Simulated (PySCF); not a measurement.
# COS: the cost of one run

The runs use PySCF 2.14.0; levels as typed in each script, gas phase, geometry from GFN2-xTB.

## (1) Where the work starts

SMILES `O=C=S`, 3 atoms, charge 0, spin multiplicity 1.

Bond lengths: O1–C2 1.154 Å, C2–S3 1.539 Å. Angles: O1–C2–S3 180.0°.

Geometry (Å):

```xyz
3

O    -1.66689   -0.00001    0.00000
C    -0.51281    0.00002    0.00000
S     1.02575    0.00000    0.00000
```

## (2) Localised orbitals (CAM-B3LYP/def2-tzvp)

Input file input.py:

```python
import numpy as np
from pyscf import gto, scf, dft, lo
from pyscf.data.elements import chemcore

def solve(mol, dm0=None, hcore=None):
    mf = (dft.UKS if mol.spin else dft.RKS)(mol, xc='camb3lyp')
    mf.grids.level = 3
    mf = mf.density_fit(auxbasis='def2-universal-jkfit')
    mf.conv_tol, mf.max_cycle = 1e-8, 80
    if hcore is not None:
        mf.get_hcore = lambda *args: hcore
    mf.kernel(dm0)
    if not mf.converged:
        mf = mf.newton().run(mf.mo_coeff, mf.mo_occ, max_cycle=30)
    assert mf.converged, 'SCF not converged'
    return mf

mol = gto.M(atom='''
O     -1.66689    -0.00001     0.00000
C     -0.51281     0.00002     0.00000
S      1.02575     0.00000     0.00000
''', basis='def2-tzvp', charge=0, spin=0, verbose=4)
mf = solve(mol)
occ_all = mf.mo_coeff[:, mf.mo_occ > 0]
occ = occ_all[:, chemcore(mol):]
loc = lo.ibo.ibo(mol, occ, iaos=lo.iao.iao(mol, occ_all))
fock, s = mf.get_fock(), mf.get_ovlp()
ortho = lo.orth_ao(mol, 'meta_lowdin')
ortho = lo.vec_lowdin(lo.iao.iao(mol, occ_all), s)
labels = lo.iao.reference_mol(mol).ao_labels(fmt=None)
vir = lo.vvo.livvo(mol, occ_all, mf.mo_coeff[:, mf.mo_occ == 0])
both = np.hstack([loc, vir])
p = (ortho.T @ s @ both) ** 2
pop = np.array([p[[l[0] == a for l in labels]].sum(0) for a in range(mol.natm)])
spd = np.array([[p[[l[0] == a and l[2][-1] == k for l in labels]].sum(0) for k in 'spd'] for a in range(mol.natm)])
eps = np.einsum('pi,pq,qi->i', both, fock, both)
for i in np.argsort(eps):
    top = np.argsort(-pop[:, i])[:3]
    print('%3d %s %9.4f Eh ' % (i + 1, 'occ' if i < loc.shape[1] else 'vir', eps[i]), '  '.join('%s%d %.3f' % (mol.atom_symbol(a), a + 1, pop[a, i]) for a in top))
np.savez('result.npz', c=both, nocc=loc.shape[1], pop=pop, spd=spd, eps=eps, e=mf.e_tot)
```

Launch:

```bash
> OMP_NUM_THREADS=1 python input.py
```

Q: Estimate wall time and peak memory on 1 thread of Intel Xeon Platinum 8488C (Sapphire Rapids), shared host.

About 3.7 s, with a peak of 0.34 GiB.
